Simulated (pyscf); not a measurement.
This saddle point was located with ωB97X-D3(BJ)/def2-SVP in PySCF.

```
Si
H 1 1.4800
H 1 1.4982 2 115.45
H 1 1.6469 2 95.53 3 124.95
H 4 1.0454 1 77.20 2 89.45
H 4 1.0826 5 151.77 1 11.22
S 1 2.1594 2 114.82 6 163.11
H 7 1.3484 1 96.75 2 -53.92
```
Charge 0, spin multiplicity 1.

Surface: singlet, charge 0. Lowest wavenumbers (cm⁻¹): 1703i, 121, 383, 496, 529.

Task: What reaction is this the transition state of?

Result: `[SiH3][SH]` + `[H][H]` <-> `[SiH3][SH]` + `[H][H]`, a four-centre exchange read from left to right: H–Si, H–H broken and H–Si, H–H formed. At ωB97M-D3(BJ)/def2-TZVP it lies +261.3 kJ/mol from the left side and +261.3 kJ/mol from the right (each side as separated species at their lowest minima found). At the saddle there is also a short H–Si contact that neither side keeps. The same reactants have a lower exit, to H₂S + SiH₄ (barrier +239.7 kJ/mol at ωB97M-D3(BJ)/def2-TZVP, against +261.3 kJ/mol here). One saddle was located; it need not be the lowest between these sides.
